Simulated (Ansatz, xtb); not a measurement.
## Two isomers of C4H7FO

We compare X, `C[C@@]1(F)CCO1`, a singlet, with Y, `C[C@@H]1C[C@H](F)O1`, a singlet. Both are isolated molecules in the gas phase, relaxed with PBE-D3(BJ)/def2-SVP.

Energies in hartree; the thermal terms are from GFN2-xTB frequencies at re-optimised GFN2-xTB minima (ideal gas, soft modes damped towards free rotors, one conformer each, 298.15 K, 1 atm) and include the zero-point energy:

```
                              X           Y
E, CCSD(T)/def2-SVP  −330.564736  −330.561780
    E, MP2/def2-SVP  −330.485691  −330.482832
  E, MP2/def2-TZVPP  −331.111452  −331.109172
  zero-point energy     0.104221     0.104830
       H(298 K) − E     0.111273     0.111751
       G(298 K) − E     0.074650     0.075132
```

Task: Correct the CCSD(T) difference for the basis set by the MP2 change, then work out ΔE, ΔE₀, ΔH and ΔG for X → Y in kcal/mol (1 Eh = 627.51 kcal/mol) and the equilibrium ratio [Y]/[X].

Result: 1. Differences Y − X: CCSD(T) +0.002956, MP2 in the small set +0.002859, MP2 in the large set +0.002280 Eh.
2. ΔE = +0.002956 + (+0.002280 − (+0.002859)) = +0.002377 Eh = +1.49 kcal/mol.
3. ΔE₀ = ΔE + ΔZPE = +0.002377 + (+0.000609) Eh = +1.87 kcal/mol.
4. ΔH = ΔE + (+0.000478) Eh = +1.79 kcal/mol.
5. ΔG = ΔE + (+0.000482) Eh = +1.79 kcal/mol, so ΔS = (ΔH − ΔG)/T = 0.0 J/(mol K).
6. kT = 0.9442 mEh, so K = [Y]/[X] = exp(−ΔG/kT) = exp(−3.03) ≈ 0.048.

Structure X is favoured at this temperature. An error of 1 kcal/mol in ΔG would change K by a factor of 5.4. Mirror images and further conformers aren't counted.

As drawn, both hold the same kinds of bond in the same numbers.

Other levels gave ΔE = +0.8 (GFN2-xTB); +2.3 (HF/STO-3G, GFN2-xTB geometries); +1.9 (r2SCAN-D4/def2-SVP, GFN2-xTB geometries); +1.4 (PBE-D3(BJ)/def2-SVP); +1.8 (HF/def2-SVP); +1.8 (MP2/def2-SVP); +1.9 (CCSD(T)/def2-SVP) kcal/mol. The correlated steps freeze 6 core orbitals. Programs: Ansatz 0.2.0, xtb 6.7.1.
